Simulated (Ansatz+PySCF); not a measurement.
**doublet C3H5O: levels of theory in one basis**

```json
{"atom": "C", "x (Å)": "-1.1506", "y (Å)": "-0.8652", "z (Å)": "-0.0001"}
{"atom": "C", "x (Å)": "-0.1070", "y (Å)": "0.1263", "z (Å)": "-0.0003"}
{"atom": "C", "x (Å)": "1.3852", "y (Å)": "-0.3645", "z (Å)": "-0.0001"}
{"atom": "H", "x (Å)": "-2.1798", "y (Å)": "-0.5288", "z (Å)": "0.0011"}
{"atom": "H", "x (Å)": "-0.9396", "y (Å)": "-1.9284", "z (Å)": "-0.0005"}
{"atom": "O", "x (Å)": "-0.3879", "y (Å)": "1.3264", "z (Å)": "0.0000"}
{"atom": "H", "x (Å)": "2.0476", "y (Å)": "0.4997", "z (Å)": "-0.0144"}
{"atom": "H", "x (Å)": "1.5941", "y (Å)": "-0.9665", "z (Å)": "0.8895"}
{"atom": "H", "x (Å)": "1.5880", "y (Å)": "-0.9927", "z (Å)": "-0.8727"}
```

Basis set: cc-pVTZ (spherical functions). Left uncorrelated: 4 orbitals. Correlation on ROHF uses semicanonical orbitals with singles. Charge 0, multiplicity 2.

Computed with Ansatz (development build ahead of 0.2.0); each method stands on the lowest determinant of its kind that the runs found.

```tsv
method	E − E(ROHF) (eV)	<S²> of the determinant
ROHF	0.00	0.75
UHF	-0.33	0.90
ROHF-MP2	-19.35	–
```

(1) What does UHF-MP2 give on the same scale?

## Answers

(1) -19.04 eV.

Caution for UHF, UHF-MP2: the unrestricted determinant is spin contaminated. Caution for ROHF-MP2, UHF-MP2: forces differ strongly between restricted and unrestricted references.
